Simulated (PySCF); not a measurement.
## Dipole moment and polarisability of hydrogen sulfide

Species: hydrogen sulfide, H2S.
Geometry (GFN2-xTB, Å), atoms numbered from 1 in this order:
```
atom  x, y, z in Å
S1    -0.0291    0.6107   -0.0026
H2    -0.9357   -0.3581   -0.0113
H3     0.9763   -0.2551    0.0014
```

Level: wB97X-D/def2-SVPD (PySCF), static field, nuclei fixed, core orbitals frozen in the response. The polarisability tensor in these axes (au):

```
x   23.71  0.01 -0.01
y    0.01 23.53  0.00
z   -0.01  0.00 24.72
```

Diagonalise the tensor; give its mean and Δα, where Δα² is half the sum of the squared differences of the eigenvalues.

Principal values 23.53, 23.71 and 24.72 au; mean 23.99 au = 3.55 Å³ = 3.95 × 10⁻⁴⁰ C²·m²/J; Δα = 1.11 au (5 % of the mean).

What is the dipole moment, and where does it point?

(0.06, -1.10, 0.00) D, 1.10 D in size, pointing from the negative to the positive side. Measured along this direction, the outermost atoms are S1 at the negative end and H2 and H3 at the positive end.

Form Σ f/ω² (atomic units) for the 8 lowest TDDFT singlets, given as eV and f, and set it beside the mean polarisability, which is this sum over all singlets: 6.30, 0.0000; 6.45, 0.0771; 8.06, 0.0000; 8.31, 0.0018; 8.77, 0.0077; 9.24, 0.1367; 9.43, 0.1440; 9.69, 0.0022.

They add up to 3.86 au, 16.1 % of the 23.99 au; the largest single term is 1.37 au, from the state at 6.45 eV. Terms in order: 0.00, 1.37, 0.00, 0.02, 0.07, 1.18, 1.20, 0.02 au. Higher excitations give the rest. The strengths listed sum to 0.369.

Give the eigenvalues of the traceless quadrupole moment Θ = ½Σq(3rr − r²1), origin at the centre of nuclear charge.

-3.90, 0.99, 2.91 D·Å. The values depend on the origin, since the dipole doesn't vanish. The electronic extent ⟨r²⟩ about the same centre is 44 bohr², a root-mean-square distance of 0.82 Å for the 18 electrons.

Refractivity n − 1 of an ideal gas of it at 500 K and 1 atm, from the electronic α?

N = p/kT = 1.4678 × 10¹⁹ cm⁻³, so n − 1 = 2π × N × 3.55 × 10⁻²⁴ cm³ = 328 × 10⁻⁶ at long wavelengths, for an ideal gas.

Rayleigh depolarisation ratio (linearly polarised light, static tensor)?

ρ = 3Δα²/(45ᾱ² + 4Δα²) = 3.7/(25891 + 4.9) ≈ 0.000142.

Estimate the molar refractivity from the static electronic polarisability.

Lorentz–Lorenz: R = (4π/3)N_A α = 2.5225 cm³/(mol·Å³) × 3.55 Å³ = 9.0 cm³/mol, in the limit of long wavelengths.

Isolated species at its GFN2-xTB geometry, gas phase.
